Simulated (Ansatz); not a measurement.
Level of theory: frozen-core CCSD(T)/aug-cc-pVTZ // PBE-D3(BJ)/def2-TZVPD run with Ansatz (a program for electronic structure).

Ansatz 0.2 input:
```yaml
crystal:
  periodic: [false, false, false]
  atoms:
    - { symbol: F, position_ang: [1.146533, -0.555053, -0.385538] }
    - { symbol: C, position_ang: [-0.002112, -0.001709, 0.062623] }
    - { symbol: F, position_ang: [-1.041949, -0.686499, -0.462952] }
    - { symbol: F, position_ang: [-0.063263, 1.274982, -0.376406] }
    - { symbol: H, position_ang: [-0.039207, -0.031721, 1.162274] }
basis:
  gaussian: { orbitals: aug-cc-pVTZ }
correlation:
  method: ccsd_t
```

Output:

```
Functional definition: HF
1277 factors; integrals over basis functions are off by at most 1.2e-3 eV
mean field evaluation 1: about -9164.8833 eV, gradient 4.0e1 eV
mean field evaluation 2: about -9164.9650 eV, gradient 4.0e1 eV
mean field evaluation 4: about -9167.6906 eV, gradient 2.9e0 eV
mean field evaluation 8: about -9167.7255 eV, gradient 1.9e-1 eV
mean field evaluation 16: about -9166.7799 eV, gradient 2.5e1 eV
mean field -9167.72565775 eV, -336.9077038148 hartree, gradient 1.8e-6 eV, S^2 0.000000; 0 other end points of the search recorded, 0 dependent functions left out
4 core orbitals not correlated
reference -9167.72565775 eV, -336.9077038148 hartree; 13, 13 occupied and 190, 190 virtual orbitals, 1277 factors
second order -25.51961834 eV of doubles, -0.00000000 eV of singles
cycle   1  -24.99700529 eV  change    5.2e-1 eV  update   9.9e-2
cycle   2  -25.51416932 eV  change   -5.2e-1 eV  update   2.8e-2
cycle   3  -25.62634605 eV  change   -1.1e-1 eV  update   1.3e-2
cycle   4  -25.60610707 eV  change    2.0e-2 eV  update   2.7e-3
cycle   5  -25.60420793 eV  change    1.9e-3 eV  update   1.3e-3
cycle   6  -25.60565462 eV  change   -1.4e-3 eV  update   3.6e-4
cycle   7  -25.60547267 eV  change    1.8e-4 eV  update   1.3e-4
cycle   8  -25.60538417 eV  change    8.8e-5 eV  update   3.3e-5
cycle   9  -25.60539441 eV  change   -1.0e-5 eV  update   9.8e-6
perturbative correction -0.86400929 eV, -0.0317517557 hartree
Total energy: -9194.19506146 eV, -337.8804364592 hartree
```

Cost: about 80 core-seconds (a rough figure).
